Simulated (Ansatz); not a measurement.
Two shapes of singlet NF₃.

Shape 1:

```xyz
4

N    -0.0047    0.0139    0.5150
F     1.2402   -0.0272   -0.1564
F    -0.5929    1.0120   -0.0995
F    -0.5885   -1.0924   -0.0959
```

Shape 2:

```xyz
4

N     0.0000    0.0000    0.5046
F     1.3147    0.0000   -0.1308
F    -0.6574    1.1386   -0.1308
F    -0.6574   -1.1386   -0.1308
```

Basis set: cc-pVDZ (spherical functions). Left uncorrelated: 4 orbitals. Charge 0, multiplicity 1.

Computed with Ansatz (development build ahead of 0.2.0); each method stands on the lowest determinant of its kind that the runs found.

(1) Which shape is lower in energy, and by how much in each method?

Results:

(1)

| method | E(2) − E(1) (eV) |
| --- | --- |
| RHF | 0.861 |
| RHF-MP2 | 0.227 |

Shape 1 is lower.
